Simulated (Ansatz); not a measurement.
`[AlH2][SiH2]Cl` → `[AlH3]` + `[SiH]Cl` at 400 K and 1 bar (silylene formation by 1,1-elimination).

Calculated with Ansatz (gas phase, PBE0-D4/def2-TZVP geometries, no zero-point term in ΔE). CCSD(T)/CBS is the MP2 limit (def2-TZVPP, def2-QZVPP) plus CCSD(T) − MP2 in def2-TZVPP, frozen cores. This one scheme is used for every species.

| species | CCSD(T)/CBS energy (Eh) | H − E (kJ/mol) | S (J/(mol·K)) |
| --- | --- | --- | --- |
| `[AlH2][SiH2]Cl` | -993.29495 | 111.3 | 361.4 |
| `[AlH3]` | -243.78045 | 63.6 | 220.9 |
| `[SiH]Cl` | -749.43948 | 35.1 | 263.9 |

H − E and S are ideal-gas, rigid-rotor, harmonic terms from PBE0-D4/def2-TZVP. 1 Eh = 2625.50 kJ/mol, R = 8.31446 J/(mol·K).

Q: By hand: ΔE, ΔH, ΔS and ΔG.

A: ΔE = (-243.78045) + (-749.43948) − (-993.29495) = 0.07502 Eh = 197.0 kJ/mol. Δ(H − E) = 63.6 + 35.1 − 111.3 = -12.6, so ΔH = 184.4 kJ/mol. ΔS = 220.9 + 263.9 − 361.4 = 123.4 J/(mol·K). ΔG = 184.4 − 400 × (123.4)/1000 = 135.0 kJ/mol.

Q: By hand: the equilibrium constant, and the temperature at which ΔG would vanish if ΔH and ΔS stayed fixed.

A: log₁₀ K = −ΔG/(RT ln 10) = -17.6. ΔG = 0 at ΔH/ΔS = 1494 K.

The number of gas molecules changes by +1, which sets the sign of ΔS. A doubt of 5 kJ/mol in ΔE shifts log₁₀ K by 0.7 here. Modes under 60 cm⁻¹, often nearly free rotors, make the harmonic entropy too high. These are equilibria of isolated gas molecules and say nothing of rates. Largest T1 diagnostic: 0.013 (customary marks: 0.02 for closed shells, 0.045 for open ones).
